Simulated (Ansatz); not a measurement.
Energy needed to pull apart BH₅S (SMILES [BH3-][SH2+]), closed shell, into free ground-state atoms, from the structure below (displaced at random from a GFN2-xTB minimum); no zero-point or spin–orbit terms; open-shell atoms are treated unrestricted, in their ground-state multiplicity.

```csv
atom,x (Å),y (Å),z (Å)
B1,-0.6630,-0.4877,-0.3928
S2,0.5974,1.1617,0.2268
H3,-1.7831,0.0325,-0.5291
H4,-0.4784,-1.6217,0.0125
H5,-0.1174,-0.4908,-1.5568
H6,0.3748,0.7939,1.4295
H7,1.7932,0.2428,0.2480
```

Computed with Ansatz 0.2.0 (basis: def2-TZVPP); correlated methods freeze the cores.

```json
{"method": "SPW92", "atomization energy (kcal/mol)": "519.9"}
{"method": "PBE-D4", "atomization energy (kcal/mol)": "462.6"}
{"method": "r2SCAN-D4", "atomization energy (kcal/mol)": "461.7"}
{"method": "B97M-V", "atomization energy (kcal/mol)": "461.9"}
{"method": "PBE0-D4", "atomization energy (kcal/mol)": "456.7"}
{"method": "wB97M-V", "atomization energy (kcal/mol)": "461.6"}
{"method": "HF", "atomization energy (kcal/mol)": "?"}
{"method": "MP2", "atomization energy (kcal/mol)": "443.2"}
{"method": "CCSD", "atomization energy (kcal/mol)": "?"}
{"method": "CCSD(T)", "atomization energy (kcal/mol)": "447.1"}
```

What does CCSD give? (An estimate is asked for; the value comes from the calculation.)

Computed: 441.9 kcal/mol, which is about 5.2 kcal/mol less than CCSD(T)/def2-TZVPP.

What does HF give? (An estimate is asked for; the value comes from the calculation.)

Computed: 336.6 kcal/mol, which is about 110.5 kcal/mol less than CCSD(T)/def2-TZVPP.

In triple zeta the MP2 and coupled-cluster atomization energies are still short of their basis limit by a few kcal/mol a bond, whereas those of the functionals are nearly converged, so these differences are not deviations from converged CCSD(T).

T1 diagnostic: at most 0.012.

For scale, one of the runs: CCSD(T)/def2-TZVPP forces, 143 basis functions (an equivalent command: `ansatz run in.yaml --threads 4`). Time: 20 s of wall clock on 4 CPU threads; the host was shared. Peak host memory: 1.5 GiB.
